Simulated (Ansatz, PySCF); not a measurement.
Molecule: C4H3S (charge 0, doublet). It need not be the lowest isomer of its formula. 
Coordinates optimised at B3LYP-D3(BJ)/def2-TZVP (Ansatz, an electronic-structure program):
```xyz
8

S     -0.0004     0.0646     1.2100
C     -0.0118     1.2441    -0.0151
C      0.0112    -1.1811     0.0014
C     -0.0076     0.7751    -1.2817
C      0.0060    -0.6593    -1.2588
H      0.0210    -2.2174     0.2977
H     -0.0134     1.3765    -2.1780
H      0.0116    -1.2659    -2.1536
```
Charge 0, spin multiplicity 2.

Dipole moments at this geometry, in debye (magnitudes).

| level | program | dipole (D) |
|---|---|---|
| HF/def2-TZVPD | PySCF | [?] |
| PBE/def2-TZVPD | Ansatz | 1.12 |
| BLYP/def2-TZVPD | Ansatz | 1.10 |
| r2SCAN/def2-TZVPD | PySCF | 1.11 |
| B3LYP/def2-TZVPD | Ansatz | 1.11 |
| BHLYP/def2-TZVPD | Ansatz | 1.13 |
| r2SCANh/def2-TZVPD | Ansatz | 1.11 |
| r2SCAN0/def2-TZVPD | Ansatz | 1.12 |
| HSE06/def2-TZVPD | Ansatz | 1.13 |
| CAM-B3LYP/def2-TZVPD | Ansatz | 1.13 |
| LC-wPBE/def2-TZVPD | Ansatz | 1.17 |
| wB97M-V/def2-TZVPD | Ansatz | 1.11 |
| wB97X-V/def2-TZVPD | Ansatz | [?] |

Q: Complete the blanks.

A: 
- HF/def2-TZVPD, dipole (D): 1.35
- wB97X-V/def2-TZVPD, dipole (D): 1.18
